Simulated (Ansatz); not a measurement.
# AlH₄NO (SMILES [NH2][AlH][OH]): functionals against CCSD(T) at one geometry

The task here is to estimate one member of a computed series from the others.

Program: Ansatz 0.2.0, Gaussian basis. Level of theory: single points in def2-TZVPP. These are calculated values, not measurements.

Cores are frozen in the correlated methods. B3LYP uses VWN-RPA correlation.

## The starting structure

SMILES `[NH2][AlH][OH]`, 7 atoms, charge 0, spin multiplicity 1.

Atoms are counted from 1 here; the program's logs count them from 0.

Bond lengths: N1–Al2 1.783 Å, N1–H4 1.138 Å, N1–H5 0.982 Å, Al2–O3 1.652 Å, Al2–H6 1.584 Å, O3–H7 1.132 Å. Angles: Al2–N1–H4 114.2°, Al2–N1–H5 120.1°, H4–N1–H5 122.7°, N1–Al2–O3 123.1°, N1–Al2–H6 113.2°, O3–Al2–H6 123.6°, Al2–O3–H7 176.2°.

Coordinates:

```csv
atom,x (Å),y (Å),z (Å)
N1,-1.1204,0.5404,-0.6402
Al2,0.2681,0.2521,0.4399
O3,1.3609,-0.9633,0.2007
H4,-1.4143,-0.3586,-1.2722
H5,-1.7312,1.2895,-0.4672
H6,0.3057,1.2336,1.6832
H7,2.1498,-1.7687,0.0942
```

Set-up of the first run:

run/in.yaml reads:

```yaml
crystal:
  periodic: [false, false, false]
  atoms:
    - {symbol: N, position_ang: [-1.120400, 0.540400, -0.640200]}
    - {symbol: Al, position_ang: [0.268100, 0.252100, 0.439900]}
    - {symbol: O, position_ang: [1.360900, -0.963300, 0.200700]}
    - {symbol: H, position_ang: [-1.414300, -0.358600, -1.272200]}
    - {symbol: H, position_ang: [-1.731200, 1.289500, -0.467200]}
    - {symbol: H, position_ang: [0.305700, 1.233600, 1.683200]}
    - {symbol: H, position_ang: [2.149800, -1.768700, 0.094200]}
basis:
  gaussian: {orbitals: def2-TZVPP}
correlation: {method: ccsd_t}
output: {forces: true}
```

No record of the launch command was kept for these runs.

Among the steps run: CCSD(T)/def2-TZVPP; PBE0-D4/def2-TZVPP; wB97M-V/def2-TZVPP; r2SCAN-D4/def2-TZVPP; PBE-D4/def2-TZVPP; B3LYP-D4/def2-TZVPP; r2SCAN0-D4/def2-TZVPP.

One table of the session follows, with a row left open; its other results are not shown here.

| method | RMS force component (eV/Å) | angle to CCSD(T) forces (°) | dipole (D) |
| --- | --- | --- | --- |
| CCSD(T) | 2.407 | reference | 1.61 |
| PBE0-D4 | 2.423 | 1.4 | 1.58 |
| wB97M-V | 2.418 | 1.0 | 1.62 |
| r2SCAN-D4 | 2.370 | 1.2 | 1.62 |
| PBE-D4 | 2.308 | 3.1 | 1.56 |
| B3LYP-D4 | ? | ? | ? |
| r2SCAN0-D4 | 2.460 | 2.7 | 1.62 |

Q: Estimate the row for B3LYP-D4 from the others.

The run gave: RMS force component (eV/Å): 2.374; angle to CCSD(T) forces (°): 0.8; dipole (D): 1.57. In the column «RMS force component (eV/Å)» it lies between r2SCAN-D4 (2.370) and CCSD(T) (2.407).
